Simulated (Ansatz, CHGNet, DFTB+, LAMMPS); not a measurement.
hcp Re, lattice parameter a

Reference value: 2.761 Å (measured, 293 K, not corrected to a static lattice; as tabulated in Wikipedia's data pages).

```csv
level (code),value (Å),difference (%)
Lennard-Jones uff-vdw (LAMMPS),2.871,+3.98
GFN1-xTB as cut by DFTB+,2.912,+5.47
CHGNet 0.3.0,2.789,+1.01
LDA (Ansatz),2.738,-0.83
PBE (Ansatz),2.775,+0.51
PBE-D3(BJ) (Ansatz),2.757,-0.14
r²SCAN-D4 (Ansatz),2.754,-0.25
PBE0-D3(BJ) (Ansatz),2.731,-1.09
Hartree–Fock (Ansatz),2.762,+0.04
```

Leaving aside Lennard-Jones uff-vdw (doubt noted below): The reference is not for a static lattice or low temperature, so close values are not ranked against it. Off by more than 1.25 %, or 1.75 % on the side where a correction would as a rule narrow the miss (bounds picked here): GFN1-xTB as cut by DFTB+ (+5.47 %).

The measured value isn't corrected to a static lattice, so vibrations enter the comparison.  Density-functional levels without +SOC have no spin–orbit coupling. Lennard-Jones uff-vdw: this is a force field's van der Waals term alone, without bonds or charges. GFN1-xTB as cut by DFTB+: the method was fitted mainly to molecules. GFN1-xTB as cut by DFTB+: codes differ in how they cut the long-range tail of xTB's charge interaction in a crystal, so the value belongs to this code. Cutoffs and k meshes differ between the levels. Ansatz's density-functional and Hartree–Fock values are scalar-relativistic unless marked +SOC, with PAW data made under PBE.

Machine-learned potentials (CHGNet 0.3.0) are trained on DFT data: a solid inside that data is no test of them.

Differences are worked out from the printed values.

Ansatz is a first-principles code.
